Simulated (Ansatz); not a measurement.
Process, species as SMILES: FCF → [CH](F)F + H atom
B3LYP-D3(BJ)/def2-TZVP geometries, fixed; electronic energies without zero-point terms.
Largest species:
```xyz
5

C      0.0044     0.0053     0.5043
F     -0.0170     1.1024    -0.3021
F      0.0119    -1.1085    -0.2792
H     -0.9025    -0.0002     1.1113
H      0.9218     0.0234     1.0951
```

Core correlation in the bond dissociation energy at MP2 with Ansatz (a program for electronic structure), in kcal/mol: frozen core against all electrons. Core-valence sets carry the plain set on hydrogen. Open shells are unrestricted.

```tsv
basis	functions, most	frozen core	all electrons	core term (second minus first)
cc-pVDZ	52	101.82	102.05	0.22
cc-pCVDZ	64	101.90	102.08	0.18
cc-pVTZ	118	106.45	107.38	0.92
cc-pwCVTZ	157	106.41	106.47	0.07
cc-pCVTZ	157	106.39	106.49	0.10
cc-pVQZ	225	107.75	108.19	0.44
cc-pCVQZ	312	107.73	107.79	0.06
cc-pwCVQZ	312	107.74	107.80	0.05
```

The largest core-valence set, cc-pwCVQZ, gives a core term of 0.05 kcal/mol; the valence set cc-pVQZ, which lacks functions for the core, gives 0.44.
